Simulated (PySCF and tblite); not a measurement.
Values are calculated unless marked as measured or tabulated.
System: C3H8OS, numbered as in [CH3:1][CH2:2][S@@:3]([CH3:4])=[O:5].

The path came from a restrained scan, a climbing-image band and a saddle search at GFN2-xTB; energies are CAM-B3LYP/pcSseg-1 + D3(BJ)//GFN2-xTB, thermal terms GFN2-xTB. Rates follow Eyring's equation with the number of equivalent paths and no tunnelling. Run with tblite and PySCF.

Q: How high is the barrier to the rotation about the C2–S3 bond (torsion C1–C2–S3–C4 from -71° to -172°, falling), through which structure does it pass, and what rate follows at 298 K?

A: The electronic barrier is 2.4 kcal/mol and ΔG‡(298 K) 2.7 kcal/mol, over a C1 saddle with an imaginary mode of 81i cm⁻¹ (GFN2-xTB). With 1 equivalent path, k is 6.1×10¹⁰ s⁻¹, a mean lifetime of the start of 16 ps against this motion. The end lies 0.0 kcal/mol below the start in free energy.
